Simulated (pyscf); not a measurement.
`[O]=[Ru](=[O])=[O]` [singlet] + `[H][H]` → `[O]=[RuH](=[O])[OH]` [singlet], an addition across a multiple bond or ene-type step (singlet surface; H–H broken, H–Ru, H–O formed). Single points on ωB97X-D3(BJ)/def2-SVP structures (PySCF, gas phase). Energies in kcal/mol from the separated reactants.

Small-basis levels: PySCF, no dispersion term, spherical d functions. 

**Question.** Quick BP86/6-31G*+LANL2DZ single points give ΔE‡ = 32.4 kcal/mol and ΔE = -33.2 kcal/mol. What does ωB97M-D3(BJ)/def2-TZVP give, and how far is the quick result from it?

**Answer.** ωB97M-D3(BJ)/def2-TZVP gives ΔE‡ = 41.3 kcal/mol and ΔE = -43.2 kcal/mol. BP86/6-31G*+LANL2DZ lies 8.8 kcal/mol under it in the barrier and 10.0 kcal/mol over it in the reaction energy, so on this step it does not hold to within 3.0 kcal/mol. ωB97M-D3(BJ)/def2-TZVP has limits of its own. This is the saddle that the search found; another between the same sides may lie lower. One closed-shell reference is unstable to symmetry breaking; treat the single-reference values with care. In the def2 sets elements past Kr carry core potentials, without spin-orbit coupling.
